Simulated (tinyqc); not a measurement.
Inside a calculation. Method: UKS/BLYP in the sto-3g basis, for BH, spin multiplicity 3. One step of it, computed by the program tinyqc.

Task: Iteration 2: building the Kohn-Sham matrix. J_ij = sum D_kl (ij|kl) with D = D(alpha) + D(beta); F = H + J + V_xc; E = tr D H + tr D J / 2 + E_xc + E_nn.

D(alpha) after iteration 1:
```
            1B 1s      1B 2s     1B 2px     1B 2py     1B 2pz      2H 1s
1B 1s    1.072442  -0.266752   0.043523   0.065285  -0.006725   0.008593
1B 2s   -0.266752   0.967639  -0.176798  -0.263778   0.005018  -0.001974
1B 2px   0.043523  -0.176798   0.727622  -0.411091   0.026756   0.004244
1B 2py   0.065285  -0.263778  -0.411091   0.379531   0.043586  -0.000142
1B 2pz  -0.006725   0.005018   0.026756   0.043586   0.967617   0.030285
2H 1s    0.008593  -0.001974   0.004244  -0.000142   0.030285   0.001034
```

D(beta) after iteration 1:
```
            1B 1s      1B 2s     1B 2px     1B 2py     1B 2pz      2H 1s
1B 1s    1.076652  -0.282523   0.017469   0.038728  -0.012104   0.003341
1B 2s   -0.282523   1.026831  -0.069497  -0.161187   0.031833   0.018133
1B 2px   0.017469  -0.069497   0.004706   0.010919  -0.002149  -0.001241
1B 2py   0.038728  -0.161187   0.010919   0.025334  -0.004978  -0.002893
1B 2pz  -0.012104   0.031833  -0.002149  -0.004978   0.000998   0.000534
2H 1s    0.003341   0.018133  -0.001241  -0.002893   0.000534   0.000390
```

core Hamiltonian H = T + V (hartree):
```
             1B 1s      1B 2s     1B 2px     1B 2py     1B 2pz      2H 1s
1B 1s   -12.748531  -3.302452   0.000000   0.000000  -0.017169  -0.741072
1B 2s    -3.302452  -3.827316   0.000000   0.000000  -0.152956  -1.606091
1B 2px    0.000000   0.000000  -2.994697   0.000000   0.000000   0.000000
1B 2py    0.000000   0.000000   0.000000  -2.994697   0.000000   0.000000
1B 2pz   -0.017169  -0.152956   0.000000   0.000000  -3.107682  -1.481390
2H 1s    -0.741072  -1.606091   0.000000   0.000000  -1.481390  -2.578209
```

Two-electron integrals (ij|kl) in chemists' order, unique and non-zero (hartree):
```
(11|11) 2.923513   (21|11) 0.518376   (21|21) 0.109262   (22|11) 0.744229
(22|21) 0.193177   (22|22) 0.544804   (31|31) 0.020264   (32|31) 0.029996
(32|32) 0.120346   (33|11) 0.742491   (33|21) 0.193240   (33|22) 0.544682
(33|33) 0.586773   (41|41) 0.020264   (42|41) 0.029996   (42|42) 0.120346
(43|43) 0.031630   (44|11) 0.742491   (44|21) 0.193240   (44|22) 0.544682
(44|33) 0.523513   (44|44) 0.586773   (51|51) 0.020264   (52|51) 0.029996
(52|52) 0.120346   (53|53) 0.031630   (54|54) 0.031630   (55|11) 0.742491
(55|21) 0.193240   (55|22) 0.544682   (55|33) 0.523513   (55|44) 0.523513
(55|55) 0.586773   (61|11) 0.114379   (61|21) 0.024026   (61|22) 0.042614
(61|33) 0.042405   (61|44) 0.042405   (61|51) 0.001753   (61|52) 0.003220
(61|55) 0.043058   (61|61) 0.005452   (62|11) 0.266123   (62|21) 0.070096
(62|22) 0.216268   (62|33) 0.210181   (62|44) 0.210181   (62|51) 0.007732
(62|52) 0.046300   (62|55) 0.228243   (62|61) 0.016450   (62|62) 0.116496
(63|31) 0.007154   (63|32) 0.033062   (63|53) 0.008743   (63|63) 0.013157
(64|41) 0.007154   (64|42) 0.033062   (64|54) 0.008743   (64|64) 0.013157
(65|11) 0.245453   (65|21) 0.065528   (65|22) 0.213381   (65|33) 0.202008
(65|44) 0.202008   (65|51) 0.013428   (65|52) 0.074976   (65|55) 0.235902
(65|61) 0.016162   (65|62) 0.134747   (65|65) 0.165846   (66|11) 0.421782
(66|21) 0.113188   (66|22) 0.394216   (66|33) 0.370631   (66|44) 0.370631
(66|51) 0.015530   (66|52) 0.122203   (66|55) 0.440961   (66|61) 0.027124
(66|62) 0.268284   (66|65) 0.337858   (66|66) 0.774606
```

nuclear repulsion = 2.13722622 hartree

V_xc(alpha) (hartree):
```
            1B 1s      1B 2s     1B 2px     1B 2py     1B 2pz      2H 1s
1B 1s   -1.928111  -0.303315   0.003558   0.005590  -0.000254  -0.067804
1B 2s   -0.303315  -0.497967   0.023824   0.037109  -0.004839  -0.190040
1B 2px   0.003558   0.023824  -0.496423   0.036267  -0.002421   0.005271
1B 2py   0.005590   0.037109   0.036267  -0.465435  -0.003783   0.008326
1B 2pz  -0.000254  -0.004839  -0.002421  -0.003783  -0.521901  -0.185095
2H 1s   -0.067804  -0.190040   0.005271   0.008326  -0.185095  -0.309929
```

V_xc(beta) (hartree):
```
            1B 1s      1B 2s     1B 2px     1B 2py     1B 2pz      2H 1s
1B 1s   -1.909093  -0.287620   0.002097   0.004269  -0.000515  -0.064067
1B 2s   -0.287620  -0.413686   0.015775   0.032387  -0.007617  -0.155260
1B 2px   0.002097   0.015775  -0.409987   0.005410  -0.000402   0.004151
1B 2py   0.004269   0.032387   0.005410  -0.405069  -0.000594   0.008517
1B 2pz  -0.000515  -0.007617  -0.000402  -0.000594  -0.416275  -0.148010
2H 1s   -0.064067  -0.155260   0.004151   0.008517  -0.148010  -0.250183
```

E_xc = sum of w rho eps_xc = -4.57242590 hartree

Give: Coulomb J; F(alpha); F(beta); total energy of this density.

Result:

Coulomb J (hartree):
```
          1B 1s    1B 2s   1B 2px   1B 2py  1B 2pz    2H 1s
1B 1s    8.7884   1.7933  -0.0123  -0.0213  0.0026   0.3962
1B 2s    1.7933   3.6425  -0.0554  -0.0962  0.0141   1.4023
1B 2px  -0.0123  -0.0554   3.6393  -0.0253  0.0016  -0.0149
1B 2py  -0.0213  -0.0962  -0.0253   3.6186  0.0024  -0.0260
1B 2pz   0.0026   0.0141   0.0016   0.0024  3.6570   1.3598
2H 1s    0.3962   1.4023  -0.0149  -0.0260  1.3598   2.4566
```

F(alpha) (hartree):
```
          1B 1s    1B 2s   1B 2px   1B 2py   1B 2pz    2H 1s
1B 1s   -5.8883  -1.8125  -0.0087  -0.0157  -0.0148  -0.4127
1B 2s   -1.8125  -0.6828  -0.0316  -0.0591  -0.1437  -0.3938
1B 2px  -0.0087  -0.0316   0.1482   0.0110  -0.0008  -0.0096
1B 2py  -0.0157  -0.0591   0.0110   0.1584  -0.0014  -0.0177
1B 2pz  -0.0148  -0.1437  -0.0008  -0.0014   0.0274  -0.3067
2H 1s   -0.4127  -0.3938  -0.0096  -0.0177  -0.3067  -0.4315
```

F(beta) (hartree):
```
          1B 1s    1B 2s   1B 2px   1B 2py   1B 2pz    2H 1s
1B 1s   -5.8692  -1.7968  -0.0102  -0.0171  -0.0151  -0.4089
1B 2s   -1.7968  -0.5985  -0.0396  -0.0639  -0.1465  -0.3590
1B 2px  -0.0102  -0.0396   0.2346  -0.0199   0.0012  -0.0108
1B 2py  -0.0171  -0.0639  -0.0199   0.2188   0.0018  -0.0175
1B 2pz  -0.0151  -0.1465   0.0012   0.0018   0.1331  -0.2696
2H 1s   -0.4089  -0.3590  -0.0108  -0.0175  -0.2696  -0.3718
```

total energy of this density = -24.368849 hartree
